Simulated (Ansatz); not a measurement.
**C2HF: single points off equilibrium**

A test off equilibrium: a structure displaced at random from a GFN2-xTB minimum is computed at several levels, and each is set against CCSD(T).

Method: single points in def2-TZVPP; program: Ansatz 0.2.0, Gaussian basis.

Cores are frozen in the correlated methods.

### Step 1. The system as given

SMILES `C#CF`, 4 atoms, charge 0, spin multiplicity 1.

Atoms are counted from 1 here; the program's logs count them from 0.

Bond lengths: C1–C2 1.221 Å, C1–H4 0.949 Å, C2–F3 1.243 Å. Angles: C2–C1–H4 167.6°, C1–C2–F3 175.3°.

As a file:

```
atom     x (Å)     y (Å)     z (Å)
  C1  -0.33870   0.43640  -0.38180
  C2   0.30310  -0.38150   0.25840
  F3   0.99150  -1.24970   0.82230
  H4  -0.89850   1.13600  -0.69430
```

### Step 2. CCSD(T)/def2-TZVPP

The input, run/in.yaml:

```yaml
crystal:
  periodic: [false, false, false]
  atoms:
    - {symbol: C, position_ang: [-0.338700, 0.436400, -0.381800]}
    - {symbol: C, position_ang: [0.303100, -0.381500, 0.258400]}
    - {symbol: F, position_ang: [0.991500, -1.249700, 0.822300]}
    - {symbol: H, position_ang: [-0.898500, 1.136000, -0.694300]}
basis:
  gaussian: {orbitals: def2-TZVPP}
correlation: {method: ccsd_t}
output: {forces: true}
```

The command line of these runs was not kept.

### Step 3. PBE0-D4/def2-TZVPP

Changes to run/in.yaml since step 2:

```diff
@@ -9,3 +9,3 @@
   gaussian: {orbitals: def2-TZVPP}
-correlation: {method: ccsd_t}
-output: {forces: true}
+hamiltonian: {xc: pbe0, dispersion: d4}
+output: {forces: true, orbitals: {seedname: orbitals}}
```

### Step 4. wB97M-V/def2-TZVPP

Changes to run/in.yaml since step 3:

```diff
@@ -9,3 +9,3 @@
   gaussian: {orbitals: def2-TZVPP}
-hamiltonian: {xc: pbe0, dispersion: d4}
-output: {forces: true, orbitals: {seedname: orbitals}}
+hamiltonian: {xc: {name: wB97M-V}}
+output: {forces: true}
```

### Step 5. r2SCAN-D4/def2-TZVPP

Changes to run/in.yaml since step 4:

```diff
@@ -9,3 +9,3 @@
   gaussian: {orbitals: def2-TZVPP}
-hamiltonian: {xc: {name: wB97M-V}}
+hamiltonian: {xc: r2scan, dispersion: d4}
 output: {forces: true}
```

### Step 6. PBE-D4/def2-TZVPP

Changes to run/in.yaml since step 5:

```diff
@@ -9,3 +9,3 @@
   gaussian: {orbitals: def2-TZVPP}
-hamiltonian: {xc: r2scan, dispersion: d4}
+hamiltonian: {xc: pbe, dispersion: d4}
 output: {forces: true}
```

### Step 7. HSE06-D4/def2-TZVPP

Changes to run/in.yaml since step 6:

```diff
@@ -9,3 +9,3 @@
   gaussian: {orbitals: def2-TZVPP}
-hamiltonian: {xc: pbe, dispersion: d4}
+hamiltonian: {xc: hse06, dispersion: d4}
 output: {forces: true}
```

### Step 8. LC-wPBE/def2-TZVPP

Changes to run/in.yaml since step 7:

```diff
@@ -9,3 +9,3 @@
   gaussian: {orbitals: def2-TZVPP}
-hamiltonian: {xc: hse06, dispersion: d4}
+hamiltonian: {xc: {name: LC-wPBE}}
 output: {forces: true}
```

(Steps that only read results are left out.)

**Question.** What will these runs give? Wanted: energy less free atoms, CCSD(T)/def2-TZVPP; RMS force component; RMS force error; HOMO and LUMO, PBE0-D4; T1 diagnostic.

The runs gave:

| quantity | value |
| --- | --- |
| energy less free atoms, CCSD(T)/def2-TZVPP | -1570.8 kJ/mol |
| RMS force component | 3.213 to 3.762 eV/Å over the methods |
| RMS force error | PBE0-D4 0.440, wB97M-V 0.496, r2SCAN-D4 0.288, PBE-D4 0.082, HSE06-D4 0.430, LC-wPBE 0.703 eV/Å |
| HOMO and LUMO, PBE0-D4 | -8.14 and 1.07 eV |
| T1 diagnostic | 0.014 |

What this shows: Against CCSD(T) the functionals' energies less atoms differ by -142.9 to -56.7 kJ/mol, PBE-D4 by -142.9 kJ/mol. CCSD(T) in triple zeta still lacks some correlation energy of the bonds, so part of these gaps is its own basis error and they don't rank the functionals. The forces of PBE-D4 come nearest to CCSD(T), those of LC-wPBE are farthest. Frozen-core CCSD(T) forces in triple zeta carry basis errors of their own, and this is one geometry, so small gaps rank nothing.
